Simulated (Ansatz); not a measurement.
```yaml
crystal:
  periodic: [false, false, false]
  atoms:
    - {symbol: V, position_ang: [0.000000, 0.000000, 0.000000]}
    - {symbol: C, position_ang: [0.000000, 0.000000, 2.210000]}
basis:
  gaussian: {orbitals: def2-TZVP}
magnetization: {spin_polarized: true, initial_magnetization: 1}
hamiltonian: {xc: pbe0}
relax: {f_tol: 0.004, max_steps: 80}
```

```sh
$ ansatz run in.yaml --threads 1 --pin off --events-out ev --progress --plain --max-ram 2176MiB
```

Steps of the relaxation (energy above the last step; positions in Å, forces in eV/Å):

```
2
step 1, 1052.5 meV
V     0.000    0.000    0.000    0.000    0.000    2.311
C     0.000    0.000    2.210    0.000    0.000   -2.311
```

```
2
step 2, 502.5 meV
V     0.000    0.000    0.136    0.000    0.000    1.662
C     0.000    0.000    2.074    0.000    0.000   -1.662
```

```
2
step 3, 4.1 meV
V     0.000    0.000    0.327    0.000    0.000   -0.520
C     0.000    0.000    1.883    0.000    0.000    0.520
```

```
2
step 5, 0.0 meV
V     0.000    0.000    0.318    0.000    0.000    0.046
C     0.000    0.000    1.892    0.000    0.000   -0.046
```

```
2
step 7, 0.0 meV
V     0.000    0.000    0.319    0.000    0.000    0.000
C     0.000    0.000    1.891    0.000    0.000    0.000
```

Close pairs at the end: V1–C2 1.572 Å.

A stationary point of unrestricted PBE0 after 7 steps, with ⟨S²⟩ = 1.212 against 0.75 for a pure state. 80 s on 1 thread of Arm Neoverse V2, shared host.
